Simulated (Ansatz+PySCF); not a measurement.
Two shapes of doublet C3H5.

Shape 1:

```xyz
8

C     0.0000    0.8401   -0.1625
C     0.7423   -0.3532    0.0288
C    -0.7423   -0.3532    0.0288
H     0.0000    1.7859    0.3597
H    -1.2287   -0.8146   -0.8272
H    -1.2729   -0.5053    0.9660
H     1.2729   -0.5053    0.9660
H     1.2287   -0.8146   -0.8272
```

Shape 2:

```xyz
8

C     0.0000    0.8587   -0.1655
C     0.7578   -0.3594    0.0298
C    -0.7578   -0.3594    0.0298
H     0.0000    1.8045    0.3567
H    -1.2442   -0.8208   -0.8262
H    -1.2883   -0.5115    0.9670
H     1.2883   -0.5115    0.9670
H     1.2442   -0.8208   -0.8262
```

Basis set: cc-pVTZ (spherical functions). Frozen core: 3 orbitals. Correlation on ROHF uses semicanonical orbitals with singles. Charge 0, multiplicity 2.

Computed with Ansatz (development build ahead of 0.2.0); each method stands on the lowest determinant of its kind that the runs found.

Task: Which shape is lower in energy, and by how much in each method?

Result:

| method | E(2) − E(1) (eV) |
| --- | --- |
| ROHF | -0.080 |
| UHF | -0.079 |
| ROHF-MP2 | -0.087 |
| UHF-MP2 | -0.087 |

Shape 2 is lower.
